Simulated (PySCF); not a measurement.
**What binds to dinitrogen, and how strongly**

Gas-phase complexes of dinitrogen, each in one structure from a short search with a few starts, optimised by PBE0-D3(BJ)/def2-SVPD or PBE0-D3(BJ)/def2-TZVPD; other ways of binding may lie lower. Energies in kcal/mol, wB97M-D3(BJ)/def2-TZVPD, counterpoise-corrected (PySCF): interaction is complex less parts frozen as they stand in it, binding adds what it costs to deform them. Contacts are written partner···dinitrogen; electrostatic, Pauli and orbital are terms of the uncorrected same energy, whose rest is dispersion or correlation.

6 other partners are left out, for which the search missed the form known or expected to bind best.

Frequency runs check only 3 of the 4 structures; an imaginary mode is left, so that the point isn't a minimum, in the complex with selenium difluoride (20i cm⁻¹). 5 further partners within 0.25 kcal/mol of a listed one are not ranked.

**Question.** Order these partners of dinitrogen by binding energy, strongest first: selenium difluoride, beryllium hydride, borane, GeH3F.

**Answer.** borane (-6.1), GeH3F (-1.3), selenium difluoride (-0.6), beryllium hydride (0.1).
| partner | contact | distance (Å) | binding | interaction | electrostatic | Pauli | orbital |
| --- | --- | --- | --- | --- | --- | --- | --- |
| borane | B···N | 1.54 | -6.1 | -16.7 | -51.7 | 118.5 | -82.3 |
| GeH3F | Ge···N | 3.25 | -1.3 | -1.3 | -1.6 | 1.6 | -0.7 |
| selenium difluoride | Se···N | 3.65 | -0.6 | -0.6 | -0.4 | 0.8 | -0.2 |
| beryllium hydride | Be···N | 1.85 | 0.1 | -4.7 | -21.8 | 39.5 | -21.5 |
